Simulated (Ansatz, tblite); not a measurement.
Removing and adding an electron: Al₂N. Total charge 0; doublet. Geometry: PBE0-D4/def2-TZVP. Ansatz, gas phase; energy differences of separate SCF runs; the oxidised species is a triplet (the singlet lies 0.20 eV higher at PBE0-D4/def2-TZVP); the reduced species is a singlet (the triplet lies 2.35 eV higher at PBE0-D4/def2-TZVPD).

```csv
atom,x (Å),y (Å),z (Å)
Al1,-1.161,-0.368,-1.206
Al2,1.161,0.368,1.206
N3,-0.001,0.000,0.001
```

The xTB rows come from tblite. The order of the spin states hangs on the level: the singlet lies 0.29 eV below the triplet at PBE-D4/def2-TZVP, but 0.19 eV above it at r2SCAN-D4/def2-TZVP. The singlet is doubtful at r2SCAN-D4/def2-TZVP (restricted singlet with a triplet 0.19 eV lower at the same geometry). The structure comes from a short search, and lower isomers may exist.

```json
{"level": "GFN1-xTB", "−HOMO (eV)": "–", "vertical IE (eV)": "13.52", "−LUMO (eV)": "–", "vertical EA (eV)": "5.65", "HOMO–LUMO gap (eV)": "–", "IE − EA (eV)": "7.87", "remarks": "–"}
{"level": "GFN2-xTB", "−HOMO (eV)": "–", "vertical IE (eV)": "12.73", "−LUMO (eV)": "–", "vertical EA (eV)": "4.53", "HOMO–LUMO gap (eV)": "–", "IE − EA (eV)": "8.20", "remarks": "–"}
{"level": "PBE-D4/def2-TZVP", "−HOMO (eV)": "5.67", "vertical IE (eV)": "8.11", "−LUMO (eV)": "4.44", "vertical EA (eV)": "–", "HOMO–LUMO gap (eV)": "1.23", "IE − EA (eV)": "–", "remarks": "–"}
{"level": "PBE-D4/def2-TZVPD", "−HOMO (eV)": "5.68", "vertical IE (eV)": "–", "−LUMO (eV)": "4.45", "vertical EA (eV)": "2.19", "HOMO–LUMO gap (eV)": "1.23", "IE − EA (eV)": "–", "remarks": "HOMO above zero (-1 singlet)"}
{"level": "r2SCAN-D4/def2-TZVP", "−HOMO (eV)": "5.67", "vertical IE (eV)": "7.79", "−LUMO (eV)": "4.35", "vertical EA (eV)": "–", "HOMO–LUMO gap (eV)": "1.32", "IE − EA (eV)": "–", "remarks": "–"}
{"level": "r2SCAN-D4/def2-TZVPD", "−HOMO (eV)": "5.67", "vertical IE (eV)": "–", "−LUMO (eV)": "4.35", "vertical EA (eV)": "2.23", "HOMO–LUMO gap (eV)": "1.32", "IE − EA (eV)": "–", "remarks": "–"}
{"level": "PBE0-D4/def2-TZVP", "−HOMO (eV)": "6.16", "vertical IE (eV)": "7.89", "−LUMO (eV)": "3.86", "vertical EA (eV)": "–", "HOMO–LUMO gap (eV)": "2.30", "IE − EA (eV)": "–", "remarks": "–"}
{"level": "PBE0-D4/def2-TZVPD", "−HOMO (eV)": "6.17", "vertical IE (eV)": "–", "−LUMO (eV)": "3.87", "vertical EA (eV)": "2.34", "HOMO–LUMO gap (eV)": "2.30", "IE − EA (eV)": "–", "remarks": "–"}
```

Run but left out: HF/def2-TZVPD, MP2/def2-TZVPD, CCSD/def2-TZVPD, CCSD(T)/def2-TZVPD (flagged by the program: large difference).   A HOMO above zero means that the electron is unbound at that level or that self-interaction error raises the level; the energy of removing that electron tells which. HOMO and LUMO are the levels of the spin that leaves or enters (xTB has no such levels and no spin-polarisation term). Other spin states of the ions may lie lower, which would lower the ionisation energy or raise the affinity. Raw xTB energy differences between charge states are shifted by several eV; the methods need an empirical correction for them.
